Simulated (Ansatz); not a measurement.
# C2H4OS: vertical ionisation energy

One table from this session's results is given with a row withheld; the runs are named, their logs left out.

Computed with Ansatz 0.2.0, Gaussian basis. Level: unrestricted cation, the program's frozen cores in correlated methods.

The runs, in order: UKS PBE-D4/def2-TZVPP; UKS r2SCAN-D4/def2-TZVPP; UKS PBE0-D4/def2-TZVPP; UKS B3LYP-D4/def2-TZVPP; UKS wB97X-V/def2-TZVPP; UKS wB97M-V/def2-TZVPP; UKS B2PLYP/def2-TZVPP; UHF-CCSD(T)/def2-TZVPP; UHF-MP2/def2-QZVPP; extrapolation to the limit; then −ε(HOMO) from the neutral's earlier runs with LDA (SPW92), PBE-D4, revPBE-D4, BLYP-D4, r2SCAN-D4, B97M-V, PBE0-D4, B3LYP-D4, r2SCANh-D4, r2SCAN0-D4, HSE06-D4, BHLYP-D4, CAM-B3LYP-D4, LC-ωPBE, ωB97X-V, ωB97M-V.

### The relaxed structure

The geometry comes from an earlier relaxation with PBE0-D4 in a triple-zeta def2 set; it is a stationary point, not always the lowest conformer.

SMILES `CC(=O)S`, 8 atoms, charge 0, spin multiplicity 1.

Atoms are counted from 1 here; the program's logs count them from 0.

Bond lengths: C1–C2 1.502 Å, C1–H5 1.088 Å, C1–H6 1.092 Å, C1–H7 1.093 Å, C2–O3 1.197 Å, C2–S4 1.792 Å, S4–H8 1.342 Å. Angles: C2–C1–H5 109.2°, C2–C1–H6 110.4°, C2–C1–H7 109.7°, H5–C1–H6 110.1°, H5–C1–H7 109.8°, H6–C1–H7 107.6°, C1–C2–O3 124.6°, C1–C2–S4 112.7°, O3–C2–S4 122.7°, C2–S4–H8 94.0°.

Set-up of the first run:

in.yaml

```yaml
crystal:
  periodic: [false, false, false]
  atoms:
    - {symbol: C, position_ang: [0.020866, 1.049381, -0.021075]}
    - {symbol: C, position_ang: [0.312859, -0.417741, -0.151988]}
    - {symbol: O, position_ang: [1.296277, -0.872869, -0.659659]}
    - {symbol: S, position_ang: [-0.985814, -1.444833, 0.533995]}
    - {symbol: H, position_ang: [0.870824, 1.618211, -0.393352]}
    - {symbol: H, position_ang: [-0.175497, 1.306260, 1.021995]}
    - {symbol: H, position_ang: [-0.873063, 1.299901, -0.597251]}
    - {symbol: H, position_ang: [-0.374154, -2.595509, 0.211636]}
basis:
  gaussian: {orbitals: def2-TZVPP}
total_charge: 1
magnetization: {spin_polarized: true, initial_magnetization: 1}
hamiltonian: {xc: pbe, dispersion: d4}
```

Launch:

```bash
$ ansatz run in.yaml --threads 4 --pin off --events-out ev --progress --plain --max-ram 10444MiB
```

Among the steps run: Cation, UKS PBE-D4/def2-TZVPP; Cation, UKS r2SCAN-D4/def2-TZVPP; Cation, UKS PBE0-D4/def2-TZVPP; Cation, UKS B3LYP-D4/def2-TZVPP; Cation, UKS wB97X-V/def2-TZVPP; Cation, UKS wB97M-V/def2-TZVPP; Cation, UKS B2PLYP (frozen core)/def2-TZVPP; Cation, UHF-CCSD(T)/def2-TZVPP; Cation, UHF-MP2/def2-QZVPP.

One table of the session follows, with a row left open; its other results are not shown here.

For comparison, −ε(HOMO) of the neutral from earlier runs:

| functional | −ε(HOMO) (eV) |
| --- | --- |
| LDA (SPW92) | 6.37 |
| PBE-D4 | 6.20 |
| revPBE-D4 | 6.14 |
| BLYP-D4 | 6.09 |
| r2SCAN-D4 | 6.50 |
| B97M-V | 6.63 |
| PBE0-D4 | 7.70 |
| B3LYP-D4 | 7.45 |
| r2SCANh-D4 | ? |
| r2SCAN0-D4 | 7.91 |
| HSE06-D4 | 7.30 |
| BHLYP-D4 | 8.96 |
| CAM-B3LYP-D4 | 9.09 |
| LC-ωPBE | 10.39 |
| ωB97X-V | 10.07 |
| ωB97M-V | 9.98 |

Estimate the missing values for r2SCANh-D4.

Worked estimate for «−ε(HOMO) (eV)». Against the share of exact exchange, r2SCAN-D4 (0, 6.50), r2SCAN0-D4 (0.25, 7.91) give a slope of 5.64 per unit share; at 0.1 the line stands at 7.06.

The run gave: −ε(HOMO) (eV): 7.07. In «−ε(HOMO) (eV)» the line misses by -0.01.
